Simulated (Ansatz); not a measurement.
Results of r²SCAN+rVV10 (Ansatz, a first-principles code, PAW) for rutile CrO2.

Numerical settings: plane-wave cutoff 560 eV, 12×12×18 k mesh (along the axes of the cell as run), Fermi–Dirac smearing 0.05 eV, spin-polarised with parallel moments, scalar-relativistic PAW data made under PBE.

Response to compression and expansion:

Shape and atoms are relaxed at each volume.

```csv
V (Å³/atom),P (GPa),c (Å),a (Å)
8.974,11.72,2.879,4.325
9.161,5.52,2.894,4.358
9.348,0.00,2.908,4.392
9.535,-4.90,2.922,4.425
9.722,-9.24,2.935,4.458
```

Note: the bulk modulus comes from volumes at which shape and atoms were relaxed.
